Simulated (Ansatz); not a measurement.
**AlF3: a ladder of functionals and wavefunction methods**

One table from this session's results is given with a row withheld; the runs are named, their logs left out.

Method: functionals in def2-TZVPP, the program's frozen cores in correlated methods; program: Ansatz 0.2.0, Gaussian basis.

The runs, in order: LDA (SPW92), PBE-D4, revPBE-D4, BLYP-D4, r2SCAN-D4, B97M-V, PBE0-D4, B3LYP-D4, r2SCANh-D4, r2SCAN0-D4, HSE06-D4, BHLYP-D4, CAM-B3LYP-D4, LC-ωPBE, ωB97X-V, ωB97M-V, B2PLYP, PBE-QIDH; CCSD(T)/def2-SVP; CCSD(T)/def2-TZVPP; CCSD(T)/def2-QZVPP; extrapolation to the limit; RPA on PBE.

### The relaxed structure

All runs share one geometry, relaxed beforehand with PBE0-D4 in a triple-zeta def2 set.

4 atoms, charge 0, spin multiplicity 1.

Atoms are counted from 1 here; the program's logs count them from 0.

Bond lengths: F1–Al2 1.629 Å, Al2–F3 1.629 Å, Al2–F4 1.629 Å. Angles: F1–Al2–F3 120.0°, F1–Al2–F4 120.0°, F3–Al2–F4 120.0°.

As a file:

```xyz
4
charge 0, multiplicity 1
F     0.86574   -0.75346    1.17058
Al    0.01382   -0.01511   -0.00509
F    -1.43894   -0.60230   -0.44984
F     0.61488    1.31067   -0.73595
```

The first run:

Input file in.yaml:

```yaml
crystal:
  periodic: [false, false, false]
  atoms:
    - {symbol: F, position_ang: [0.865736, -0.753462, 1.170578]}
    - {symbol: Al, position_ang: [0.013822, -0.015109, -0.005086]}
    - {symbol: F, position_ang: [-1.438935, -0.602300, -0.449836]}
    - {symbol: F, position_ang: [0.614877, 1.310671, -0.735954]}
basis:
  gaussian: {orbitals: def2-TZVPP}
hamiltonian: {xc: lda}
output: {orbitals: {seedname: orbitals}}
```

Started as:

```bash
> ansatz run in.yaml --threads 2 --pin off --events-out ev --progress --plain --max-ram 32768MiB --backend cpu
```

Among the steps run: LDA; PBE-D4 (GGA); revPBE-D4 (GGA); BLYP-D4 (GGA); r2SCAN-D4 (meta-GGA); B97M-V (meta-GGA); B3LYP-D4 (hybrid); r2SCANh-D4 (hybrid); r2SCAN0-D4 (hybrid); HSE06-D4 (hybrid); BHLYP-D4 (hybrid); CAM-B3LYP-D4 (range-separated); LC-ωPBE (range-separated); ωB97X-V (range-separated); ωB97M-V (range-separated); B2PLYP (double hybrid); PBE-QIDH (double hybrid).

One of the session's tables, all rows but one given; the rest of the session is left out.

It belongs to the step «Frontier levels by functional». 

| functional | HOMO (eV) | LUMO (eV) | gap (eV) |
| --- | --- | --- | --- |
| LDA (SPW92) | -9.91 | -2.70 | 7.20 |
| PBE-D4 | -9.62 | -2.39 | 7.23 |
| revPBE-D4 | -9.52 | -2.22 | 7.30 |
| BLYP-D4 | -9.57 | -2.42 | 7.15 |
| r2SCAN-D4 | -10.13 | -1.86 | 8.27 |
| B97M-V | -10.23 | -2.22 | 8.00 |
| PBE0-D4 | -11.72 | -1.49 | 10.23 |
| B3LYP-D4 | -11.42 | -1.89 | 9.53 |
| r2SCANh-D4 | -10.91 | -1.58 | 9.33 |
| r2SCAN0-D4 | -12.10 | -1.17 | 10.93 |
| HSE06-D4 | -11.31 | -1.87 | 9.44 |
| BHLYP-D4 | -13.82 | -0.84 | 12.98 |
| CAM-B3LYP-D4 | -13.33 | -0.71 | 12.62 |
| LC-ωPBE | -14.60 | 0.73 | 15.33 |
| ωB97X-V | -14.28 | 0.52 | 14.80 |
| ωB97M-V | ? | ? | ? |

**Question.** Estimate the row for ωB97M-V.

**Answer.** HOMO (eV): -14.26; LUMO (eV): 0.14; gap (eV): 14.39. In the column «HOMO (eV)» it lies between ωB97X-V (-14.28) and BHLYP-D4 (-13.82).
